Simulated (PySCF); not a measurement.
## Core binding energy against partial charge

Species: C5H6.
SMILES with atom numbers: `[CH3:1][CH:2]=[C:3]1[CH:4]=[CH:5]1`

Binding energies: PySCF 2.14.0, delta-SCF UKS SCAN, pcX-2 on the ionised atom, pcseg-1 elsewhere, spin-free X2C. Charges: PBE0/pcSseg-1 ground-state density, for the ionised atom.

```
atom                      environment  C 1s (eV)  Mulliken (e)  IAO (e)  Hirshfeld (e)  ESP (e)
  C2                 alkene CH carbon     289.35        -0.273   -0.270         -0.115   -0.381
  C1                   allylic carbon     290.30        -0.226   -0.405         -0.123   -0.193
  C3  fully substituted alkene carbon     290.73        +0.050   +0.018         -0.025   +0.150
  C4                 alkene CH carbon     291.03        -0.094   -0.125         -0.021   -0.063
  C5                 alkene CH carbon     291.07        -0.079   -0.116         -0.019   -0.317
```

Problem. How well does each charge scheme correlate with the binding energies over these sites?

Solution. Hirshfeld: r = 0.84, slope 11.2 eV per e; Mulliken: r = 0.75, slope 4.2 eV per e; IAO: r = 0.57, slope 2.5 eV per e; ESP: r = 0.49, slope 1.6 eV per e. Hirshfeld charges have the highest r, on only 5 points.

Problem. The point-charge model writes a binding energy as kq + V + constant, with V the potential of the other atoms' charges at the site. What does it give with the IAO charges?

Solution. V = Σ 14.40 eV Å × q/r over all other atoms: +0.96 eV at C2, +3.91 eV at C1, -2.67 eV at C3, +1.33 eV at C4, +1.30 eV at C5. Fitting binding energy − V to q gives k = 15.3 eV per e and leaves an rms residual of 0.61 eV, against 0.52 eV for the fit on q alone. The model has no term for differences in relaxation between sites.

The unrestricted hole states depart most from a pure doublet (⟨S²⟩ = 0.75; over 0.85 named) for C 1s of C4 (0.98) and C 1s of C5 (1.00), which makes these values less certain. Geometry: PBE0-D3(BJ)/def2-SVP; no solvent, vibrations or thermal averaging.
